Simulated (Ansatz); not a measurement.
How far each method lies from RCCSDTQ for PH₂⁻, triplet

Geometry: that of the PH2⁻, singlet, kept fixed. The singlet lies 1.8 eV lower here.

```tsv
atom	x (Å)	y (Å)	z (Å)
P	0.0000	-0.0612	0.0000
H	0.0000	0.9398	-1.0301
H	0.0000	0.9398	1.0301
```

Basis aug-cc-pVDZ; Ansatz 0.2.0. Correlated methods freeze the noble-gas cores, which leaves 8 electrons in 40 orbitals. Prefix R: restricted or restricted open-shell reference; prefix U: unrestricted. Active spaces: valence = (8e, 6o) chosen from the atoms' valence shells. This anion state lies near or above the neutral species, so the extra electron is weakly bound or unbound and the energies hang on the diffuse functions.

Full CI isn't at hand for all of this; RCCSDTQ serves as the reference, and is uncertain by about the last step of the cluster series. The frozen core follows each run's orbitals, which can shift R against U totals by a few meV.

For open shells CISD is restricted-active-space CI with the open shells as a complete middle space.

```
UHF ⟨S²⟩                          : 2.017
T1 diagnostic (RCCSD)             : 0.0275
largest doubles amplitude (RCCSD) : 0.051
T1 diagnostic (UCCSD)             : 0.0249
```

```
                   level  E − E(RCCSDTQ) (kJ/mol)  share of correlation (%)  wall time
                     RHF                    417.5                      0.00          –
                     UHF                    404.6                      3.08          –
                    RMP2                     85.6                     79.49          –
                    UMP2                     87.6                     79.02          –
                    CISD                     35.8                     91.43      1.8 s
                   RCCSD                     15.4                     96.31          –
                   UCCSD                     15.1                     96.39          –
                RCCSD(T)                      2.9                     99.29      5.5 s
                UCCSD(T)                      3.0                     99.29        6 s
                 BCCD(T)                      2.9                     99.30      4.5 s
                  RCCSDT                      0.6                     99.85          –
                  UCCSDT                      0.6                     99.86          –
               RCCSDT(Q)                      0.1                     99.98       29 s
               UCCSDT(Q)                      0.0                     99.99       26 s
  CASSCF (valence space)                    382.9                      8.27          –
  NEVPT2 (valence space)                    103.5                     75.21      1.8 s
  MRCISD (valence space)                     30.7                     92.64          –
MRCISD+Q (valence space)                      1.3                     99.69      2.2 s
```

The correlation energy at RCCSDTQ, counted from RHF, is -4.327 eV. That run took 34 s on 2 threads of AMD EPYC 7R13 with a shared H100 80 GB, shared host.

Times hold each run's SCF and search for its determinant on a shared host, so for small cases they say little of a method's own cost; they ran on 1 thread of AMD EPYC 7R13. Some runs computed forces too.

Natural occupations of CASSCF (valence space) about the gap: 2.000 1.993 1.981 1.000 1.000 0.027; effectively unpaired electrons, Σ n²(2−n)², 2.00.
